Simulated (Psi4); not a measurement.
# UMP2/cc-pVQZ (density fitting, density fitting for correlation, sweep point 5) run of CH4FSi (SMILES C[SiH]F)

What is the vertical electron affinity of CH4FSi at UMP2/cc-pVQZ (density fitting, density fitting for correlation, sweep point 5)? 

The results are computed with Psi4 1.11.

### 1 The system as given

CH4FSi has 7 atoms, charge 0, and is taken as a doublet. SMILES: `C[SiH]F`. The shape is that of a PBE0-D4/def2-TZVP optimisation.

Bond lengths: C1–Si2 1.864 Å, Si2–F3 1.609 Å, C1–H4 1.091 Å, C1–H5 1.093 Å, C1–H6 1.094 Å, Si2–H7 1.494 Å. Angles: C1–Si2–F3 108.7°, C1–Si2–H7 111.7°, F3–Si2–H7 106.7°, Si2–C1–H4 111.5°, Si2–C1–H5 109.9°, Si2–C1–H6 110.0°, H4–C1–H5 108.4°, H4–C1–H6 108.5°, H5–C1–H6 108.5°.

### 2 The energy at UMP2/cc-pVQZ (density fitting, density fitting for correlation, sweep point 5)

Input file ch4fsi.in:

```
memory 1600 MB

molecule molecule1 {
  0 2
  C     -1.23493602     0.73604833    -0.56313839
  Si     1.73363475    -1.12268629    -0.19672049
  F      1.21074753    -3.42569552     1.71889488
  H     -2.73046528    -0.39268509    -1.42504247
  H     -0.88854922     2.38275567    -1.76065783
  H     -1.89104893     1.39518480     1.28425787
  H      3.80080615     0.42707810     0.94240642
  units au
  symmetry c1
}

set basis cc-pVQZ
set reference uhf
set puream true
set scf_type df
set num_frozen_docc 7
set maxiter 100

e, wfn = energy('mp2', return_wfn=True)
print_variables()
```

Command:

```
$ psi4 ch4fsi.in ch4fsi.out -n 1
```

ch4fsi.out:

```text
[...]
  Running in c1 symmetry.
[...]
  Nuclear repulsion =  106.882452003914793
[...]
  Multiplicity = 2
[...]
  Nalpha       = 17
  Nbeta        = 16
[...]
    Number of basis functions: 289
[...]
   @DF-UHF iter   1:  -428.56899520331649   -7.41639e-01   1.61689e-03 DIIS/ADIIS
[...]
   @DF-UHF iter  13:  -428.68358442442837   -3.92788e-11   4.48684e-09 DIIS
[...]
   @S^2 Observed:                7.533626143E-01
[...]
    Orbital Energies [Eh]
    ---------------------
    Alpha Occupied:
       1A    -68.814718     2A    -26.276933     3A    -11.221043
       4A     -6.159384     5A     -4.271360     6A     -4.262986
       7A     -4.261725     8A     -1.580278     9A     -0.965036
      10A     -0.754402    11A     -0.666798    12A     -0.661622
      13A     -0.609550    14A     -0.574717    15A     -0.563432
      16A     -0.472538    17A     -0.339275
    Alpha Virtual:
      18A      0.101712    19A      0.110085    20A      0.144334
      21A      0.155121    22A      0.185326    23A      0.189222
      24A      0.218722    25A      0.244683    26A      0.260100
[...]
  @DF-UHF Final Energy:  -428.68358442442837
   => Energetics <=
    Nuclear Repulsion Energy =            106.8824520039147927
    One-Electron Energy =                -806.7194354121027118
    Two-Electron Energy =                 271.1533989837595868
    Total Energy =                       -428.6835844244283749
  UHF NO Occupations:
  HONO-2 :   15  A 1.9997955
  HONO-1 :   16  A 1.9987054
  HONO-0 :   17  A 1.0000000
  LUNO+0 :   18  A 0.0012946
  LUNO+1 :   19  A 0.0002045
[...]
 Multipole Moments:
 ------------------------------------------------------------------------------------
     Multipole            Electronic (a.u.)      Nuclear  (a.u.)        Total (a.u.)
 ------------------------------------------------------------------------------------
 L = 1.  Multiply by 2.5417464519 to convert [e a0] to [Debye]
 Dipole X            :          2.5354960           -2.7379416           -0.2024457
 Dipole Y            :         -4.9906009            5.5794419            0.5888410
 Dipole Z            :          1.4292911           -1.7976209           -0.3683298
 Magnitude           :                                                    0.7234534
[...]
```

Wall time 14 s (1 thread of Intel Xeon Platinum 8259CL at 2.50GHz (Skylake/Cascade Lake), shared host); peak memory 0.74 GiB.

### 3 The singlet anion at the same level

Input file input.dat:

```
memory 1600 mb

molecule molecule1 {
  -1 1
  C     -1.23493602     0.73604833    -0.56313839
  Si     1.73363475    -1.12268629    -0.19672049
  F      1.21074753    -3.42569552     1.71889488
  H     -2.73046528    -0.39268509    -1.42504247
  H     -0.88854922     2.38275567    -1.76065783
  H     -1.89104893     1.39518480     1.28425787
  H      3.80080615     0.42707810     0.94240642
  units bohr
  symmetry c1
}

set {
  reference rhf
  puream true
  scf_type df
  num_frozen_docc 7
}

energy("mp2/cc-pVQZ")
```

Command:

```
$ psi4 -i input.dat -o output.dat -n 1
```

output.dat:

```text
[...]
  Running in c1 symmetry.
[...]
  Nuclear repulsion =  106.882452003914793
[...]
  Multiplicity = 1
[...]
  Nalpha       = 17
  Nbeta        = 17
[...]
    Number of basis functions: 289
[...]
   @DF-RHF iter   1:  -428.50440343506671   -6.77047e-01   1.81774e-03 DIIS/ADIIS
[...]
   @DF-RHF iter  12:  -428.65768244190383   -2.60343e-11   2.37609e-09 DIIS
[...]
    Orbital Energies [Eh]
    ---------------------
    Doubly Occupied:
       1A    -68.539269     2A    -26.056247     3A    -11.022882
       4A     -5.884894     5A     -3.991333     6A     -3.990051
       7A     -3.989529     8A     -1.362275     9A     -0.764035
      10A     -0.528815    11A     -0.448319    12A     -0.446686
      13A     -0.386380    14A     -0.377523    15A     -0.357581
      16A     -0.249550    17A     -0.014053
[...]
  @DF-RHF Final Energy:  -428.65768244190383
   => Energetics <=
    Nuclear Repulsion Energy =            106.8824520039147927
    One-Electron Energy =                -814.2614269841014902
    Two-Electron Energy =                 278.7212925382829098
    Total Energy =                       -428.6576824419038303
[...]
 Multipole Moments:
 ------------------------------------------------------------------------------------
     Multipole            Electronic (a.u.)      Nuclear  (a.u.)        Total (a.u.)
 ------------------------------------------------------------------------------------
 L = 1.  Multiply by 2.5417464519 to convert [e a0] to [Debye]
 Dipole X            :          1.6193468           -2.7379416           -1.1185949
 Dipole Y            :         -5.1923676            5.5794419            0.3870743
 Dipole Z            :          2.8194549           -1.7976209            1.0218339
 Magnitude           :                                                    1.5637217
[...]
```

It took 11 s on 1 thread of Intel Xeon Platinum 8259CL at 2.50GHz (Skylake/Cascade Lake), shared host; peak memory 0.74 GiB.

### 4 Outcome

At UMP2/cc-pVQZ (density fitting, density fitting for correlation, sweep point 5), 7 core orbitals frozen:

| quantity | value |
| --- | --- |
| doublet CH4FSi: total energy | -429.25934 Eh |
| doublet CH4FSi: HOMO energy (Hartree–Fock orbitals) (highest over α and β) | -9.23 eV |
| doublet CH4FSi: LUMO energy (Hartree–Fock orbitals) (lowest over α and β) | 1.46 eV |
| doublet CH4FSi: correlation energy (7 core orbitals frozen) | -575.8 mEh |
| doublet CH4FSi: ⟨S²⟩ of the reference determinant | 0.753 |
| singlet anion: total energy | -429.27012 Eh |
| singlet anion: HOMO energy (Hartree–Fock orbitals) | -0.38 eV |
| singlet anion: LUMO energy (Hartree–Fock orbitals) | 7.06 eV |
| singlet anion: HOMO–LUMO gap (to an unbound level, set by the basis) | 7.44 eV |
| singlet anion: correlation energy (7 core orbitals frozen) | -612.4 mEh |
| vertical electron affinity (to the singlet anion) | 0.293 eV |

What this shows: At fixed nuclei the extra electron is bound by 0.29 eV (6.8 kcal/mol). The basis has no diffuse functions, so the error can be as large as this value.
